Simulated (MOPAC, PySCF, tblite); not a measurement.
Dissociation curve of SMILES C=CCl (C₂H₃Cl). The C2–Cl6 bond (C2 also carries C, H; Cl6 carries nothing else) is pulled apart rigidly from the PBE0/def2-TZVP optimised geometry.

Levels of theory: GFN2-xTB, 300 K electronic temperature (tblite); PM6, restricted, heats of formation (MOPAC); PM3, restricted, heats of formation (MOPAC); UKS-PBE0 = unrestricted PBE0/def2-TZVP (PySCF 2.14.0).

Energies relative to the lowest point of each curve near equilibrium, in eV; the last columns give the difference from UKS-PBE0:

| R / Å | GFN2-xTB | PM6 | PM3 | UKS-PBE0 | GFN2-xTB − UKS-PBE0 | PM6 − UKS-PBE0 | PM3 − UKS-PBE0 |
|---|---|---|---|---|---|---|---|
| 1.38 | 2.325 | 2.641 | 1.956 | 2.744 | -0.419 | -0.103 | -0.788 |
| 1.48 | 0.932 | 1.159 | 0.682 | 1.123 | -0.191 | 0.036 | -0.441 |
| 1.56 | 0.355 | 0.473 | 0.211 | 0.431 | -0.076 | 0.041 | -0.221 |
| 1.61 | 0.153 | 0.216 | 0.067 | 0.187 | -0.034 | 0.029 | -0.120 |
| 1.66 | 0.042 | 0.066 | 0.002 | 0.052 | -0.010 | 0.014 | -0.050 |
| 1.72 | 0.000 | 0.000 | 0.000 | 0.000 | 0.000 | 0.000 | 0.000 |
| 1.78 | 0.036 | 0.034 | 0.061 | 0.039 | -0.003 | -0.005 | 0.022 |
| 1.84 | 0.131 | 0.146 | 0.172 | 0.145 | -0.014 | 0.001 | 0.027 |
| 1.88 | 0.220 | 0.253 | 0.271 | 0.243 | -0.023 | 0.010 | 0.028 |
| 1.98 | 0.511 | 0.606 | 0.594 | 0.555 | -0.044 | 0.050 | 0.039 |
| 2.15 | 1.135 | 1.351 | 1.338 | 1.199 | -0.064 | 0.151 | 0.139 |
| 2.30 | 1.727 | 2.043 | 2.095 | 1.794 | -0.067 | 0.249 | 0.301 |
| 2.61 | 2.822 | 3.348 | 3.546 | 2.917 | -0.096 | 0.431 | 0.629 |
| 2.86 | 3.469 | 4.195 | 4.422 | 3.505 | -0.036 | 0.690 | 0.917 |
| 3.09 | 3.878 | 4.790 | 5.000 | 3.813 | 0.065 | 0.977 | 1.187 |
| 3.45 | 4.233 | 5.419 | 5.590 | 4.074 | 0.158 | 1.345 | 1.515 |
| 3.77 | 4.355 | 5.777 | 5.913 | 4.188 | 0.167 | 1.588 | 1.725 |
| 4.18 | — | 6.087 | 6.185 | 4.257 | — | 1.830 | 1.928 |
| 4.59 | — | 6.304 | 6.373 | 4.285 | — | 2.019 | 2.088 |
| 5.20 | — | 6.539 | 6.579 | 4.299 | — | 2.240 | 2.280 |

GFN2-xTB is furthest from UKS-PBE0 at 1.38 (-0.419 eV, below); its mean absolute difference over the points is 0.086 eV.

PM6 is furthest from UKS-PBE0 at 5.20 (2.240 eV, above); its mean absolute difference over the points is 0.590 eV.

PM3 is furthest from UKS-PBE0 at 5.20 (2.280 eV, above); its mean absolute difference over the points is 0.722 eV.

Dashes: no converged value, or the column stops at the first point that the program doubted or that broke a chosen test of continuity, which isn't proof of a fault.

The restricted form behind PM6, PM3 keeps the bonding electrons paired and can't separate into open-shell fragments. The unrestricted determinant behind UKS-PBE0 is spin-contaminated at 2.61 to 5.20 Å (<S²> up to 1.0, against 0.00 for a pure singlet).
